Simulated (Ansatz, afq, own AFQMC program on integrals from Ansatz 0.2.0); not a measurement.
AFQMC on a folder of integrals that Ansatz 0.2.0 wrote.

```yaml
crystal:
  periodic: [false, false, false]
  atoms:
    - {symbol: Al, position_ang: [0.000000, 0.000000, 0.187600]}
    - {symbol: P, position_ang: [0.000000, 0.000000, -1.956600]}
    - {symbol: H, position_ang: [0.000000, 0.000000, 1.769000]}
basis:
  gaussian: {orbitals: 6-31G}
magnetization: {spin_polarized: true, initial_magnetization: 1}
correlation: {method: ccsd_t, electrons: outside_noble_gas, hamiltonian_folder: ham}
```

```sh
$ ansatz run in.yaml --threads 1 --pin off --events-out ev --progress --plain --max-ram 24576MiB --backend cuda --devices 0, --max-vram 18GiB
```

afq runs on the folder ham with

```
--method phaseless --trial hf --walkers 4000 --populations 20 --least-time 40 --time-step 0.005 --steps-per-block 20 --equilibration-blocks 112 --max-blocks 4000 --target-error 0.0009000 --factor-cut 1e-05 --start spin_pure --seed 5866 --taylor-order 6
```

Times are imaginary, in 1/Eh. The walk had a cap of 49 s. With eight or more populations the least sampling time is a fifth of least-time, and the error comes from their spread.

Log:

```
orbitals 18  electrons 5 4  factors 103 of 310
reference energy -583.10939430 Eh
CCSD correlation -0.09524898 Eh in 13 cycles, weight of the determinant in the CISD state 0.8588
energy of the start -583.112197 Eh
 block  time / (1/Eh)  mean weight  energy / Eh
     1     0.100  1.0003  -583.123030
     2     0.200  1.0003  -583.132068
     3     0.300  1.0003  -583.140475
     4     0.400  1.0002  -583.147885
     5     0.500  1.0006  -583.153624
     7     0.700  1.0004  -583.164372
     9     0.900  1.0004  -583.171636
    11     1.100  1.0002  -583.178095
    21     2.100  1.0002  -583.192427
    31     3.100  0.9999  -583.202144
    41     4.100  1.0001  -583.208487
    51     5.100  1.0000  -583.210199
    61     6.100  1.0001  -583.206599
    71     7.100  1.0000  -583.206161
    81     8.100  0.9999  -583.214154
    91     9.100  0.9999  -583.211268
   101    10.100  1.0002  -583.208763
   111    11.100  1.0000  -583.210202
   121    12.100  1.0000  -583.205729
   131    13.100  1.0002  -583.211413
   141    14.100  1.0000  -583.211103
   151    15.100  1.0001  -583.207540
   161    16.100  1.0001  -583.207736
   171    17.100  0.9999  -583.211819
   181    18.100  1.0000  -583.209475
   191    19.100  1.0000  -583.208760
   201    20.100  1.0002  -583.208825
error from the spread of 20 populations
energy -583.209086 +/- 0.000888 Eh
(rows thinned)
```

The run passed its tests (sampling time, drift between the halves within three errors, error under three times the target), which doesn't prove that it has relaxed.

Against this walk (error 24.2 meV) on the same determinant: CCSD(T) 33.0 meV higher (within the noise), CCSDT(Q) 12.7 meV lower (within the noise), CCSDTQ 9.8 meV lower (within the noise), full CI 9.6 meV lower (within the noise), a separate phaseless walk with a CISD trial and standard settings 0.4 ± 24.6 meV lower (within the noise). The error is statistical and leaves out the bias of the constraint. The determinant has ⟨S²⟩ = 0.91, so the low cluster orders mix in higher spin, while the walk starts as a pure doublet.

Cautions: constraint bias not in the error; strong correlation (T1 0.052, weight of the determinant 0.86, largest double 0.13); unrestricted determinant spin contaminated (⟨S²⟩ 0.91 against 0.75).

The walk took 14 s on 1 × NVIDIA H100 80GB HBM3 with 2 threads of AMD EPYC 7R13 Processor (Zen 3), with other jobs on the host (the card was shared). The log's last line is the phaseless energy.

CCSDT and higher add their correlation energy to the determinant of the CCSD(T) run, since their own runs factorise the integrals more tightly (a shift of under 2 meV). A walk keeps the symmetry of its determinant, which the program's search chose and which needn't be the lowest solution, so a lower state of the same spin and another symmetry isn't excluded.
